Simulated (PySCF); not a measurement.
**How the numerical set-up moves the result for MgF**

Aim: see how much the energy and properties of MgF depend on the numerical set-up.

Program: PySCF 2.14.0. Level of theory: each script names its method and basis. These are calculated values, not measurements.

2 further runs of the same task are left out: 2 that didn't finish.

### 1 The system as given

MgF: 2 atoms, charge 0, spin multiplicity 2.

Bond lengths: Mg1–F2 1.832 Å.

### 2 Base script

input.py

```python
from pyscf import gto, scf, mcscf

mol = gto.M(
    atom='Mg 0 0 0; F 0 0 1.832',
    basis='aug-cc-pvdz',
    charge=0,
    spin=1,
    symmetry=True,
    verbose=4,
)
mf = scf.ROHF(mol)
mf.kernel()
mc = mcscf.CASCI(mf, 8, 9)
mc.kernel()
mc.analyze()
mf.dip_moment()
print('orbital energies (hartree):', mf.mo_energy[..., max(0, mol.nelec[1]-3):mol.nelec[0]+3].round(4))
```

Started as:

```
$ OMP_NUM_THREADS=1 python input.py
```

The log of this run is left out.

It gives: E(SCF) = -299.114520 Eh, 9 cycles, E(CAS) − E(SCF) = -0.00004 Eh, μ = 3.60 D (of the SCF density).

The bond length is a typed value, not an optimised one.

### 3 Spin-free X2C on

Edit 1 changes spin-free X2C: off → on.

input.py

```python
from pyscf import gto, scf, mcscf

mol = gto.M(
    atom='Mg 0 0 0; F 0 0 1.832',
    basis='aug-cc-pvdz',
    charge=0,
    spin=1,
    symmetry=True,
    verbose=4,
)
mf = scf.ROHF(mol)
mf = mf.sfx2c1e()
mf.kernel()
mc = mcscf.CASCI(mf, 8, 9)
mc.kernel()
mc.analyze()
mf.dip_moment()
print('orbital energies (hartree):', mf.mo_energy[..., max(0, mol.nelec[1]-3):mol.nelec[0]+3].round(4))
```

Started as:

```
$ OMP_NUM_THREADS=1 python input.py
```

### 4 Ano-rcc-vdzp (X2C on)

Edit 2 changes basis set: aug-cc-pvdz → ano-rcc-vdzp; spin-free X2C: off → on.

Changes to input.py since step 2:

```diff
@@ -4,3 +4,3 @@
     atom='Mg 0 0 0; F 0 0 1.832',
-    basis='aug-cc-pvdz',
+    basis='ano-rcc-vdzp',
     charge=0,
@@ -11,2 +11,3 @@
 mf = scf.ROHF(mol)
+mf = mf.sfx2c1e()
 mf.kernel()
```

### 5 3-21g

Edit 3 changes basis set: aug-cc-pvdz → 3-21g.

Changes to input.py since step 2:

```diff
@@ -4,3 +4,3 @@
     atom='Mg 0 0 0; F 0 0 1.832',
-    basis='aug-cc-pvdz',
+    basis='3-21g',
     charge=0,
```

### 6 Density fitting weigend

Edit 4 changes density fitting: none → weigend.

Changes to input.py since step 2:

```diff
@@ -11,2 +11,3 @@
 mf = scf.ROHF(mol)
+mf = mf.density_fit(auxbasis='weigend')
 mf.kernel()
```

### 7 6-31+g*

Edit 5 changes basis set: aug-cc-pvdz → 6-31+g*.

Changes to input.py since step 2:

```diff
@@ -4,3 +4,3 @@
     atom='Mg 0 0 0; F 0 0 1.832',
-    basis='aug-cc-pvdz',
+    basis='6-31+g*',
     charge=0,
```

Before running it: what results should come out? Wanted: for each run, E(SCF); from base; SCF dipole; after the SCF.

As calculated:

| run | E(SCF) (hartree) | from base (eV) | cycles | SCF dipole (D) | functions | after the SCF |
| --- | --- | --- | --- | --- | --- | --- |
| base | -299.114520 | 0 | 9 | 3.60 | 50 | CASCI correlation -0.001 eV |
| spin-free X2C on | -299.474841 | -9.8048 | 9 | 3.61 | 50 | CASCI correlation -0.001 eV |
| ano-rcc-vdzp (X2C on) | -299.526906 | not comparable | 9 | 4.12 | 32 | CASCI correlation -0.094 eV |
| 3-21g | -297.411510 | +46.3413 | 8 | 3.17 | 22 | CASCI correlation -0.109 eV |
| density fitting weigend | -297.793087 | +35.9580 | 9 | 3.48 | 50 | CASCI correlation -0.001 eV |
| 6-31+g* | -299.090076 | +0.6652 | 9 | 3.70 | 40 | CASCI correlation -0.003 eV |

In words: Of the runs whose energies can be compared, “3-21g” moves the SCF energy most (+46.341 eV). Scalar relativity lowers the total energy by 9.80 eV, nearly all of it in the inner shells; a basis contracted without relativity catches only part of it. 3-21g (22 functions) gives an energy 46.34 eV higher than aug-cc-pvdz (50). 6-31+g* (40 functions) gives an energy 0.67 eV higher than aug-cc-pvdz (50).
